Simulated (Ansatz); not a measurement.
System: OF2, net charge 0, singlet state. SMILES: O(F)F
Geometry: optimised at B3LYP-D3(BJ)/def2-TZVP (Ansatz, a program for electronic structure).

Wanted: enthalpy of formation at 298 K, in kcal/mol. Conventions: dispersion terms only where a functional's name holds one; non-relativistic; open shells spin-unrestricted; spin-orbit terms left out; 6-31G* and kin with 6d, 5d where marked. First-principles rows: single points at B3LYP-D3(BJ) geometries (Ansatz), with unscaled harmonic terms from B3LYP/6-31G* at its own minima, enthalpies of formation by atomisation with measured atoms.

```
species  coefficient  E at PBE/6-31G* (Ansatz), Eh  E at PBE/def2-TZVPD (Ansatz), Eh  H(298 K) - E, kcal/mol
-------  -----------  ----------------------------  --------------------------------  ----------------------
FOF               +1                    -274.40903                        -274.54769                    6.02
F atom            -2                     -99.61359                         -99.67049                       -
O atom            -1                     -74.97380                         -75.01069                       -
```

The atoms take no thermal term, since their enthalpies of formation at 0 K are used: the result is the sum of coefficient times E, plus the molecule's thermal term, plus number times (enthalpy of formation minus H(298) - H(0)) over the atoms. Measured values of the atoms (G2/97 table in ASE), kcal/mol:

```
atom  number  enthalpy of formation of the gas at 0 K  H(298) - H(0) of the element's standard state
----  ------  ---------------------------------------  ---------------------------------------------
F          2                                    18.47                                           1.05
O          1                                    58.99                                           1.04
```

Measured values: Active Thermochemical Tables 1.112 (ions: stationary electron), as tabulated in the package chemicals; they hold spin-orbit and core effects, anharmonicity.  Value to compare with, the measured value: 5.9 kcal/mol. 1 Eh = 627.5095 kcal/mol.

Task: Compute it at each level from the table, and compare with the measured value.

Result: 
- PBE/6-31G*: the sum of coefficient times E is -0.20805 Eh, or -130.55 kcal/mol; the thermal terms add 6.02; the atoms' measured terms add 92.79. Result: -31.7 kcal/mol. Its error against the measured value is -37.6 kcal/mol.
- PBE/def2-TZVPD: the sum of coefficient times E is -0.19602 Eh, or -123.00 kcal/mol; the thermal terms add 6.02; the atoms' measured terms add 92.79. Result: -24.2 kcal/mol. Its error against the measured value is -30.1 kcal/mol.
